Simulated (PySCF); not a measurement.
**Ionisation energy along the 18-electron series**

Calculated with PySCF 2.14 and a two-component X2C-1e Hamiltonian (Gaussian nucleus, no Breit or QED terms), each ion in its own even-tempered basis scaled to its charge; GMP2 freezes 1s2 and drops the highest virtual spinors. Values in eV. NIST values: (m) measured, (s) semi-empirical, (t) theoretical.

```tsv
ion	configuration	GHF (spin-free)	GMP2 (spin-free)	GHF (screened spin-orbit)	GMP2 (screened spin-orbit)	NIST
Ar	[Ar]	14.715	15.311	14.652	15.247	15.760 (m)
K⁺	[Ar]	30.591	31.167	30.496	31.071	31.625 (m)
Ca²⁺	[Ar]	49.856	50.537	49.719	50.399	50.913 (m)
```

Between Z = 18 and Z = 20 the GMP2 (screened spin-orbit) value grows as Z to the power 11.35.
